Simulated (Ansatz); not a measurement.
# C₃HFO: ionisation energy by level of theory

Aim: the vertical ionisation energy of C₃HFO, as cation minus neutral at the neutral's geometry, on several levels, and how well −ε(HOMO) stands in for it.

Program: Ansatz 0.2.0, Gaussian basis. Level of theory: unrestricted cation, the program's frozen cores in correlated methods. These are calculated values, not measurements.

Plan: UKS PBE-D4/def2-TZVPP; UKS r2SCAN-D4/def2-TZVPP; UKS PBE0-D4/def2-TZVPP; UKS B3LYP-D4/def2-TZVPP; UKS wB97X-V/def2-TZVPP; UKS wB97M-V/def2-TZVPP; UKS B2PLYP/def2-TZVPP; UHF-CCSD(T)/def2-TZVPP; UHF-MP2/def2-QZVPP; extrapolation to the limit; then −ε(HOMO) from the neutral's earlier runs with LDA (SPW92), PBE-D4, revPBE-D4, BLYP-D4, r2SCAN-D4, B97M-V, PBE0-D4, B3LYP-D4, r2SCANh-D4, r2SCAN0-D4, HSE06-D4, BHLYP-D4, CAM-B3LYP-D4, LC-ωPBE, ωB97X-V, ωB97M-V.

### 1 Structure used throughout

An earlier PBE0-D4 in a triple-zeta def2 set relaxation fixed the geometry.

SMILES `O=CC#CF`, 6 atoms, charge 0, spin multiplicity 1.

Atoms are counted from 1 here; the program's logs count them from 0.

Bond lengths: O1–C2 1.202 Å, C2–C3 1.443 Å, C2–H6 1.106 Å, C3–C4 1.198 Å, C4–F5 1.263 Å. Angles: O1–C2–C3 124.0°, O1–C2–H6 121.7°, C3–C2–H6 114.3°, C2–C3–C4 177.3°, C3–C4–F5 178.9°.

As a file:

```xyz
6

O     0.4508   -1.5913    1.2754
C    -0.0017   -0.5071    1.0218
C     0.0251    0.0924   -0.2901
C     0.0210    0.6351   -1.3581
F     0.0275    1.1889   -2.4932
H    -0.4805    0.1181    1.7981
```

### 2 Cation, UKS PBE-D4/def2-TZVPP

Input file in.yaml:

```yaml
crystal:
  periodic: [false, false, false]
  atoms:
    - {symbol: O, position_ang: [0.450753, -1.591326, 1.275354]}
    - {symbol: C, position_ang: [-0.001665, -0.507060, 1.021760]}
    - {symbol: C, position_ang: [0.025085, 0.092351, -0.290069]}
    - {symbol: C, position_ang: [0.021006, 0.635091, -1.358098]}
    - {symbol: F, position_ang: [0.027537, 1.188941, -2.493224]}
    - {symbol: H, position_ang: [-0.480515, 0.118102, 1.798076]}
basis:
  gaussian: {orbitals: def2-TZVPP}
total_charge: 1
magnetization: {spin_polarized: true, initial_magnetization: 1}
hamiltonian: {xc: pbe, dispersion: d4}
```

Command:

```sh
$ ansatz run in.yaml --threads 2 --pin off --events-out ev --progress --plain --max-ram 4352MiB
```

The program printed:

```text
Functional definition: PBE
  name "PBE"
  cite "Perdew, Burke & Ernzerhof, Phys. Rev. Lett. 77, 3865 (1996) doi:10.1103/PhysRevLett.77.3865"
  parent pbe
  parameter kappa = 0.804
  parameter beta = 0.06672455060314922
  exchange = pbe_x(kappa = kappa, mu = beta*pi^2/3)
  correlation = pbe_c(beta = beta)
906 factors; their error is unknown
mean field evaluation 1: about -7863.1829 eV, gradient 4.9e1 eV
mean field evaluation 2: about -7855.8838 eV, gradient 5.9e1 eV
mean field evaluation 4: about -7866.6125 eV, gradient 3.2e1 eV
mean field evaluation 8: about -7871.9329 eV, gradient 6.9e0 eV
mean field evaluation 16: about -7872.1897 eV, gradient 9.3e-2 eV
mean field evaluation 32: about -7872.1486 eV, gradient 1.1e-3 eV
mean field evaluation 64: about -7872.1745 eV, gradient 1.3e-5 eV
mean field -7872.17452265 eV, -289.2970777559 hartree, gradient 1.3e-5 eV, S^2 0.754465; 8 other end points of the search recorded, 0 dependent functions left out
reference -7872.17455106 eV, -289.2970788001 hartree; 18, 17 occupied and 151, 152 virtual orbitals, 906 factors
Total energy: -7872.25113659 eV, -289.2998932662 hartree
```

It took 6 s on 2 threads of Intel Xeon 6975P-C, shared host.

The neutral molecule at this level: -7882.5902 eV. Difference: 10.339 eV. ⟨S²⟩ = 0.754.

### 3 Cation, UKS r2SCAN-D4/def2-TZVPP

Edit in.yaml of step 2 so:

```diff
@@ -13,2 +13,2 @@
 magnetization: {spin_polarized: true, initial_magnetization: 1}
-hamiltonian: {xc: pbe, dispersion: d4}
+hamiltonian: {xc: r2scan, dispersion: d4}
```

Same command.

The program printed, shortened:

```text
Functional definition: r2SCAN
  name "r2SCAN"
  cite "Furness, Kaplan, Ning, Perdew & Sun, J. Phys. Chem. Lett. 11, 8208 (2020) doi:10.1021/acs.jpclett.0c02405"
  cite "Furness, Kaplan, Ning, Perdew & Sun, J. Phys. Chem. Lett. 11, 9248 (2020) doi:10.1021/acs.jpclett.0c03077"
  parent r2scan
[...]
906 factors; their error is unknown
[...]
mean field -7876.54471666 eV, -289.4576794234 hartree, gradient 1.3e-5 eV, S^2 0.760191; 7 other end points of the search recorded, 0 dependent functions left out
reference -7876.54472574 eV, -289.4576797570 hartree; 18, 17 occupied and 151, 152 virtual orbitals, 906 factors
Total energy: -7876.56351852 eV, -289.4583703790 hartree
```

Wall time 11 s (2 threads of Intel Xeon 6975P-C, shared host).

The neutral molecule at this level: -7886.9330 eV. Difference: 10.369 eV. ⟨S²⟩ = 0.760.

### 4 Cation, UKS PBE0-D4/def2-TZVPP

Edit in.yaml of step 3 so:

```diff
@@ -13,2 +13,2 @@
 magnetization: {spin_polarized: true, initial_magnetization: 1}
-hamiltonian: {xc: r2scan, dispersion: d4}
+hamiltonian: {xc: pbe0, dispersion: d4}
```

Same command.

The program printed:

```text
Functional definition: PBE0
  name "PBE0"
  cite "Adamo & Barone, J. Chem. Phys. 110, 6158 (1999) doi:10.1063/1.478522"
  cite "Perdew, Burke & Ernzerhof, Phys. Rev. Lett. 77, 3865 (1996) doi:10.1103/PhysRevLett.77.3865"
  parent pbe
  parameter a = 0.25
  parameter kappa = 0.804
  parameter beta = 0.06672455060314922
  exchange = (1 - a)*pbe_x(kappa = kappa, mu = beta*pi^2/3) + a*exact_x
  correlation = pbe_c(beta = beta)
906 factors; their error is unknown
mean field evaluation 1: about -7864.9682 eV, gradient 4.4e1 eV
mean field evaluation 2: about -7851.3713 eV, gradient 7.1e1 eV
mean field evaluation 4: about -7870.8435 eV, gradient 1.2e1 eV
mean field evaluation 8: about -7871.7203 eV, gradient 2.0e0 eV
mean field evaluation 16: about -7871.8005 eV, gradient 6.1e-3 eV
mean field evaluation 32: about -7870.9456 eV, gradient 1.0e1 eV
mean field -7871.80047893 eV, -289.2833319025 hartree, gradient 2.0e-5 eV, S^2 0.759837; 3 other end points of the search recorded, 0 dependent functions left out
reference -7871.80049999 eV, -289.2833326764 hartree; 18, 17 occupied and 151, 152 virtual orbitals, 906 factors
Total energy: -7871.86423439 eV, -289.2856748728 hartree
```

It took 3.1 s on 2 threads of Intel Xeon 6975P-C, shared host.

Less the neutral's -7882.3861 eV (earlier run), this gives 10.522 eV. ⟨S²⟩ = 0.760.

### 5 Cation, UKS B3LYP-D4/def2-TZVPP

Edit in.yaml of step 4 so:

```diff
@@ -13,2 +13,2 @@
 magnetization: {spin_polarized: true, initial_magnetization: 1}
-hamiltonian: {xc: pbe0, dispersion: d4}
+hamiltonian: {xc: {name: B3LYP}, dispersion: d4}
```

The command is unchanged.

The program printed, shortened:

```text
Functional definition: B3LYP
  name "B3LYP"
  cite "Stephens, Devlin, Chabalowski & Frisch, J. Phys. Chem. 98, 11623 (1994) doi:10.1021/j100096a001"
  cite "Becke, Phys. Rev. A 38, 3098 (1988) doi:10.1103/PhysRevA.38.3098"
  cite "Lee, Yang & Parr, Phys. Rev. B 37, 785 (1988) doi:10.1103/PhysRevB.37.785"
  cite "Vosko, Wilk & Nusair, Can. J. Phys. 58, 1200 (1980) doi:10.1139/p80-159"
[...]
906 factors; their error is unknown
[...]
mean field -7880.37220009 eV, -289.5983368454 hartree, gradient 1.6e-5 eV, S^2 0.758129; 4 other end points of the search recorded, 0 dependent functions left out
reference -7880.37239802 eV, -289.5983441190 hartree; 18, 17 occupied and 151, 152 virtual orbitals, 906 factors
Total energy: -7880.49560242 eV, -289.6028717973 hartree
```

Wall time 5 s (2 threads of Intel Xeon 6975P-C, shared host).

The neutral molecule at this level: -7891.1099 eV. Difference: 10.614 eV. ⟨S²⟩ = 0.758.

### 6 Cation, UKS wB97X-V/def2-TZVPP

Edit in.yaml of step 5 so:

```diff
@@ -13,2 +13,2 @@
 magnetization: {spin_polarized: true, initial_magnetization: 1}
-hamiltonian: {xc: {name: B3LYP}, dispersion: d4}
+hamiltonian: {xc: {name: wB97X-V}}
```

The command is unchanged.

The program printed, shortened:

```text
Functional definition: wB97X-V
  name "wB97X-V"
  cite "Mardirossian & Head-Gordon, Phys. Chem. Chem. Phys. 16, 9904 (2014) doi:10.1039/C3CP54374A"
  cite "Becke, J. Chem. Phys. 107, 8554 (1997) doi:10.1063/1.475007"
  cite "Vydrov & Van Voorhis, J. Chem. Phys. 133, 244103 (2010) doi:10.1063/1.3521275"
[...]
      + integral(e_c_pw_opposite_spin*poly(b97_u_opposite, cos0, cos1)) + vv10(b, c)
906 factors; their error is unknown
192 factors; integrals over basis functions are off by at most 1.0e-5 eV
[...]
mean field -7877.57106133 eV, -289.4953968943 hartree, gradient 1.1e-5 eV, S^2 0.759585; 1 other end points of the search recorded, 0 dependent functions left out
reference -7877.57106001 eV, -289.4953968459 hartree; 18, 17 occupied and 151, 152 virtual orbitals, 906 factors
Total energy: -7877.57106001 eV, -289.4953968459 hartree
```

Run time: 6 s. Hardware: 2 threads of Intel Xeon 6975P-C, shared host; peak memory 0.49 GiB.

The neutral molecule at this level: -7888.2008 eV. Difference: 10.630 eV. ⟨S²⟩ = 0.760.

### 7 Cation, UKS wB97M-V/def2-TZVPP

Edit in.yaml of step 6 so:

```diff
@@ -13,2 +13,2 @@
 magnetization: {spin_polarized: true, initial_magnetization: 1}
-hamiltonian: {xc: {name: wB97X-V}}
+hamiltonian: {xc: {name: wB97M-V}}
```

Launched as before.

The program printed, shortened:

```text
Functional definition: wB97M-V
  name "wB97M-V"
  cite "Mardirossian & Head-Gordon, J. Chem. Phys. 144, 214110 (2016) doi:10.1063/1.4952647"
  cite "Becke, J. Chem. Phys. 107, 8554 (1997) doi:10.1063/1.475007"
  cite "Vydrov & Van Voorhis, J. Chem. Phys. 133, 244103 (2010) doi:10.1063/1.3521275"
  # Of w^i u^j: cxij and so on, Table III.
[...]
  gx(w, u) = 1 - cx + cx01*u + cx10*w
  gss(w, u) = css00 + css04*u^4 + css10*w + css20*w^2 + css43*w^4*u^3
  gos(w, u) = cos00 + cos10*w + (cos20 + cos21*u)*w^2 + (cos60 + cos61*u)*w^6
[...]
      + integral(e_c_pw_mod_opposite_spin*gos(b97_w_opposite, b97_u_opposite)) + vv10(b, c)
906 factors; their error is unknown
192 factors; integrals over basis functions are off by at most 1.0e-5 eV
[...]
mean field -7878.06293767 eV, -289.5134730164 hartree, gradient 1.4e-5 eV, S^2 0.759612; 1 other end points of the search recorded, 0 dependent functions left out
reference -7878.06297084 eV, -289.5134742355 hartree; 18, 17 occupied and 151, 152 virtual orbitals, 906 factors
Total energy: -7878.06297084 eV, -289.5134742355 hartree
```

It took 8 s on 2 threads of Intel Xeon 6975P-C, shared host; peak memory 0.54 GiB.

The neutral molecule at this level: -7888.6919 eV. Difference: 10.629 eV. ⟨S²⟩ = 0.760.

### 8 Cation, UKS B2PLYP (frozen core)/def2-TZVPP

Edit in.yaml of step 7 so:

```diff
@@ -13,2 +13,2 @@
 magnetization: {spin_polarized: true, initial_magnetization: 1}
-hamiltonian: {xc: {name: wB97M-V}}
+hamiltonian: {xc: {name: B2PLYP}}
```

Launched as before.

The program printed, shortened:

```text
Functional definition: B2PLYP
  name "B2PLYP"
  cite "Grimme, J. Chem. Phys. 124, 034108 (2006) doi:10.1063/1.2148954"
  cite "Becke, Phys. Rev. A 38, 3098 (1988) doi:10.1103/PhysRevA.38.3098"
  cite "Lee, Yang & Parr, Phys. Rev. B 37, 785 (1988) doi:10.1103/PhysRevB.37.785"
[...]
1087 factors; integrals over basis functions are off by at most 1.4e-3 eV
[...]
mean field -7867.17897097 eV, -289.1134946177 hartree, gradient 2.8e-6 eV, S^2 0.766961; 3 other end points of the search recorded, 0 dependent functions left out
5 core orbitals not correlated: weight in the atoms' cores, before any rotation towards them, 1.000 or more for the frozen orbitals, at most 0.000 for the correlated occupied ones
reference -7867.17909599 eV, -289.1134992122 hartree; 13, 12 occupied and 151, 152 virtual orbitals, 1087 factors
second order -28.70764838 eV of doubles, -0.00000000 eV of singles
Total energy: -7874.93016105 eV, -289.3983455994 hartree
```

Wall time 4.5 s (2 threads of Intel Xeon 6975P-C, shared host).

The neutral molecule at this level: -7885.6000 eV. Difference: 10.670 eV. ⟨S²⟩ = 0.767.

### 9 Cation, UHF-CCSD(T)/def2-TZVPP

Edit in.yaml of step 8 so:

```diff
@@ -13,2 +13,3 @@
 magnetization: {spin_polarized: true, initial_magnetization: 1}
-hamiltonian: {xc: {name: B2PLYP}}
+correlation: {method: ccsd_t}
+scf: {omitted_lower_state_checks: [cluster_reference]}
```

The command is unchanged.

The program printed, shortened:

```text
Functional definition: HF
  name "HF"
  cite "Fock, Z. Phys. 61, 126 (1930) doi:10.1007/BF01340294"
  parent pbe
[...]
1087 factors; integrals over basis functions are off by at most 1.4e-3 eV
[...]
mean field -7840.84280281 eV, -288.1456582890 hartree, gradient 2.8e-6 eV, S^2 0.815994; 11 other end points of the search recorded, 0 dependent functions left out
5 core orbitals not correlated: weight in the atoms' cores, before any rotation towards them, 1.000 or more for the frozen orbitals, at most 0.000 for the correlated occupied ones
reference -7840.84280281 eV, -288.1456582890 hartree; 13, 12 occupied and 151, 152 virtual orbitals, 1087 factors
second order -23.12133194 eV of doubles, -0.00000000 eV of singles
cycle   1  -22.84852007 eV  change    2.7e-1 eV  update   1.3e-1
[...]
cycle  17  -23.76044969 eV  change   -1.4e-5 eV  update   1.2e-5
perturbative correction -1.10514259 eV, -0.0406132410 hartree
Total energy: -7865.70839509 eV, -289.0594519508 hartree
Checks for a lower state left out: cluster_reference
```

Wall time 50 s (2 threads of Intel Xeon 6975P-C, shared host); peak memory 2.5 GiB.

Less the neutral's -7876.4303 eV (earlier run), this gives 10.722 eV. ⟨S²⟩ = 0.816. T1 = 0.027 (report).

### 10 Cation, UHF-MP2/def2-QZVPP

Edit in.yaml of step 9 so:

```diff
@@ -10,6 +10,6 @@
 basis:
-  gaussian: {orbitals: def2-TZVPP}
+  gaussian: {orbitals: "def2-QZVPP.json"}
 total_charge: 1
 magnetization: {spin_polarized: true, initial_magnetization: 1}
-correlation: {method: ccsd_t}
+correlation: {method: mp2}
 scf: {omitted_lower_state_checks: [cluster_reference]}
```

Launched as before.

The program printed, shortened:

```text
Functional definition: HF
  name "HF"
  cite "Fock, Z. Phys. 61, 126 (1930) doi:10.1007/BF01340294"
  parent pbe
[...]
1968 factors; integrals over basis functions are off by at most 1.1e-3 eV
[...]
mean field -7841.17288760 eV, -288.1577886813 hartree, gradient 1.8e-6 eV, S^2 0.816671; 11 other end points of the search recorded, 0 dependent functions left out
5 core orbitals not correlated: weight in the atoms' cores, before any rotation towards them, 1.000 or more for the frozen orbitals, at most 0.000 for the correlated occupied ones
reference -7841.17288760 eV, -288.1577886813 hartree; 13, 12 occupied and 297, 298 virtual orbitals, 1968 factors
second order -24.94164877 eV of doubles, -0.00000000 eV of singles
Total energy: -7866.11453637 eV, -289.0743773677 hartree
Checks for a lower state left out: cluster_reference
```

It took 75 s on 2 threads of Intel Xeon 6975P-C, shared host; peak memory 1.2 GiB.

Less the neutral's -7877.4079 eV (earlier run), this gives 11.293 eV. ⟨S²⟩ = 0.817.

### 11 The basis-set limit

No new run: Hartree-Fock is extrapolated as exp(−7.88√X) and correlation as X^−2.97, with X = 3 and 4; only MP2 was run in the larger set, so CCSD(T) minus MP2 is added from the smaller one.

| level | energy at the limit (eV) |
| --- | --- |
| HF | -7841.2184 |
| MP2 | -7867.5084 |
| CCSD | -7868.1475 |
| CCSD(T) | -7869.2526 |

The neutral's limit, from its own earlier runs, is -7880.1809 eV in the additive form (MP2 limit plus CCSD(T) minus MP2 in triple zeta), in which the cation has -7869.2526 eV.

### 12 Ionisation energies side by side

Differences are taken before rounding.

| method | ionisation energy (eV) | from CCSD(T)/CBS (eV) | time |
| --- | --- | --- | --- |
| PBE-D4 | 10.34 | -0.59 | 7 s |
| r2SCAN-D4 | 10.37 | -0.56 | 13 s |
| PBE0-D4 | 10.52 | -0.41 | 4.2 s |
| B3LYP-D4 | 10.61 | -0.31 | 6.4 s |
| ωB97X-V | 10.63 | -0.30 | 8.6 s |
| ωB97M-V | 10.63 | -0.30 | 11 s |
| B2PLYP | 10.67 | -0.26 | 6.6 s |
| HF/def2-TZVPP | 9.31 | -1.62 |  |
| MP2/def2-TZVPP | 11.17 | +0.24 |  |
| CCSD/def2-TZVPP | 10.68 | -0.25 |  |
| CCSD(T)/def2-TZVPP | 10.72 | -0.21 | 59 s |
| CCSD(T)/CBS | 10.93 | 0 | 2.3 min |

Among the levels timed on like hardware and quicker than the yardstick, those that no quicker one beats, quickest first: PBE0-D4 (4.2 s, -0.41 eV); B3LYP-D4 (6.4 s, -0.31 eV); B2PLYP (6.6 s, -0.26 eV); CCSD(T)/def2-TZVPP (59 s, -0.21 eV).

Times add the cation's run and the neutral's; HF, MP2 and CCSD come out of the CCSD(T) runs.

Orbital estimates, from the neutral's runs:

| functional | −ε(HOMO) (eV) | by energy difference (eV) |
| --- | --- | --- |
| LDA (SPW92) | 6.54 |  |
| PBE-D4 | 6.40 | 10.34 |
| revPBE-D4 | 6.34 |  |
| BLYP-D4 | 6.33 |  |
| r2SCAN-D4 | 6.78 | 10.37 |
| B97M-V | 6.94 |  |
| PBE0-D4 | 8.19 | 10.52 |
| B3LYP-D4 | 7.92 | 10.61 |
| r2SCANh-D4 | 7.44 |  |
| r2SCAN0-D4 | 8.45 |  |
| HSE06-D4 | 7.78 |  |
| BHLYP-D4 | 9.94 |  |
| CAM-B3LYP-D4 | 9.72 |  |
| LC-ωPBE | 11.05 |  |
| ωB97X-V | 10.72 | 10.63 |
| ωB97M-V | 10.67 | 10.63 |

### 13 What came out

```
                        quantity               value
  ionisation energy, CCSD(T)/CBS            10.93 eV
nearest functional by difference   B2PLYP (-0.26 eV)
                nearest −ε(HOMO)  LC-ωPBE (+0.12 eV)
                 −ε(HOMO) of PBE             6.40 eV
                T1 of the cation               0.027
```

By cation minus neutral, the functionals miss by 0.59 eV at most. −ε(HOMO) of PBE misses by 4.5 eV, since self-interaction lifts the level. Among orbital estimates LC-ωPBE comes nearest. Hartree-Fock falls 1.62 eV short, as the neutral has more correlation energy than the cation. The cation may have settled in a state other than its lowest; no search over hole states beyond the program's own was made.

For cost: CCSD(T)/def2-TZVPP gets within 0.21 eV in 59 s, where CCSD(T)/CBS took 2.3 min; the quickest level in the cost chart, PBE0-D4, takes 4.2 s and misses by 0.41 eV.
